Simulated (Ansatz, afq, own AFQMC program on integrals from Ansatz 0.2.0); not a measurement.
**AlNH2, singlet: energetics from AFQMC and coupled cluster**

```xyz
4

Al    0.0000    0.0000    0.6968
N     0.0000    0.0000   -1.0992
H     0.0000    0.8223   -1.6887
H     0.0000   -0.8223   -1.6887
```

Geometry: a PBE0/def2-TZVP stationary point, not shown to be a minimum. Basis aug-cc-pVDZ. Noble-gas cores (and the filled d shells of Ga–Kr and In–Xe) are frozen. Ansatz 0.2.0 and our own AFQMC program on the same integrals; the CISD trial comes from CCSD amplitudes, and released means the phaseless constraint is let go. Uncertainties: one standard error, sampling alone.

Best estimates are CCSD(T) at the basis-set limit (def2-TZVPP/QZVPP) plus the step from CCSD(T) to the highest rung at hand in aug-cc-pVDZ, named in the table (released AFQMC can keep some 10 meV of bias). No zero-point, core-correlation or spin–orbit terms. Other levels are in aug-cc-pVDZ, the functionals in def2-TZVP; a dash marks a level that is missing or breaks spin symmetry for a member.

Cautions: AlNH₂ (triplet): another spin lies lower, the released energies are still falling, so no released level is given (meV from the phaseless value at times in 1/Eh: -5 ± 5 at 0.24, -6 ± 4 at 0.51, -6 ± 4 at 0.99, -9 ± 5 at 1.62, -21 ± 4 at 2.40); AlNH₂⁺ (doublet): the released energies are still falling, so no released level is given (meV from the phaseless value at times in 1/Eh: -14 ± 3 at 0.24, -15 ± 3 at 0.51, -18 ± 4 at 0.99, -20 ± 5 at 1.62, -27 ± 7 at 2.40), though the last usable value meets CCSDT(Q) within the noise, its ph-AFQMC/CISD value lies 21 ± 5 meV above CCSDT(Q); row 1: core correlation is missing, and it shifts such a gap most where an s electron is promoted.

| process | best estimate (kJ/mol) | highest rung |
| --- | --- | --- |
| to charge +0, triplet (vertical) | 246 | CCSDT(Q) |
| to charge +1, doublet (vertical) | 823 | CCSDT(Q) |
| to free atoms | 1200 | CCSDT(Q) |

Errors against the best estimates in kJ/mol, the processes numbered in the order above:

| level | error, 1 | error, 2 | error, 3 |
| --- | --- | --- | --- |
| MP2 | -25 | -36 | -101 |
| CCSD(T) | -4 | -10 | -116 |
| ph-AFQMC/CISD | -4 ± 0.7 | -8 ± 0.6 | -115 ± 0.5 |
| CCSD(T)/CBS | 0 | 0 | -1 |
| PBE | -10 | -12 | 14 |
| r2SCAN | -32 | -27 | -21 |
| PBE0 | -15 | -13 | -21 |
| B3LYP | 8 | 1 | -2 |
| wB97M-V | 35 | 1 | 12 |
| B2PLYP | 4 | -12 | -15 |

Cost at the first geometry (cards were shared with other jobs): PBE0/aug-cc-pVDZ, 1.4 s on 1 thread of AMD EPYC 7R13 Processor (Zen 3) (shared host); RCCSD(T)/aug-cc-pVDZ, 2.9 s on 1 × NVIDIA H100 80GB HBM3 with 1 thread of AMD EPYC 7R13 Processor (Zen 3), with other jobs on the host; CCSD(T)/def2-QZVPP, 1.5 s on 1 × NVIDIA H100 80GB HBM3 with 1 thread of AMD EPYC 7R13 Processor (Zen 3), with other jobs on the host; CCSDT(Q), 1.3 s on 1 × NVIDIA H100 80GB HBM3 with 1 thread of AMD EPYC 7R13 Processor (Zen 3) (shared host); ph-AFQMC/CISD with release, 38 s on 1 × NVIDIA H100 80GB HBM3 with 2 threads of AMD EPYC 7R13 Processor (Zen 3), on a shared host.

Best estimates are given only where the step beyond CCSD(T) is under 0.3 eV and no member's determinant is very poor (T1 over 0.05, or 0.07 for open shells, ⟨S²⟩ too high by 0.3, two states mixed), so the hardest cases are missing from such tables.

The functionals ran in a triple-zeta set and keep a basis error of their own, a few kJ/mol for each bond in atomization energies and more for double hybrids, so close places among them and the extrapolated levels can swap.

CCSDT and higher add their correlation energy to the determinant of the CCSD(T) run, since their own runs factorise the integrals more tightly (a shift of under 2 meV). Each member of a difference takes its own highest rung, so a best estimate needn't equal the limit plus the step of one row. A walk keeps the symmetry of its determinant, which the program's search chose and which needn't be the lowest solution, so a lower state of the same spin and another symmetry isn't excluded.
